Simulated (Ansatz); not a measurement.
Complex (SMILES): Cl (HCl) with Cl (HCl), atoms 1 to 2 the first; geometry from NCB31 set, monomers rigid:
```xyz
4

Cl     1.8608    -0.0654    -0.0001
H      1.7539     1.2110     0.0003
Cl    -1.9253     0.0056    -0.0001
H     -0.6584    -0.1937     0.0025
```

The counterpoise-corrected interaction energy at MP2 with Ansatz (a program for electronic structure), in kcal/mol, split into its Hartree-Fock and correlation parts. Cores are frozen. No added dispersion term, no relativity. Functions are those of the species that has most. These sets lack the diffuse functions that weak bonds need.

```csv
basis,X,functions,Hartree-Fock,MP2
cc-pV(D+d)Z,2,56,-0.34,-1.11
cc-pV(T+d)Z,3,106,-0.21,-1.70
cc-pV(Q+d)Z,4,188,-0.22,-2.01
cc-pV(5+d)Z,5,310,-0.22,-2.13
```

Worked estimate of the basis-set limit from each neighbouring pair, with Hartree-Fock from the larger set and the correlation part extrapolated as X^-3.
Correlation parts: X = 2: -0.77, X = 3: -1.49, X = 4: -1.79, X = 5: -1.91.
- (2,3): (27·(-1.49) - 8·(-0.77))/19 = -1.79; with Hartree-Fock -0.21 the estimate is -2.00 kcal/mol.
- (3,4): (64·(-1.79) - 27·(-1.49))/37 = -2.01; with Hartree-Fock -0.22 the estimate is -2.23 kcal/mol.
- (4,5): (125·(-1.91) - 64·(-1.79))/61 = -2.04; with Hartree-Fock -0.22 the estimate is -2.26 kcal/mol.
The last two estimates differ by 0.03 kcal/mol; the largest set lies 0.13 from the last. Over the last step Hartree-Fock moves by 0.00 and the correlation part by -0.12.
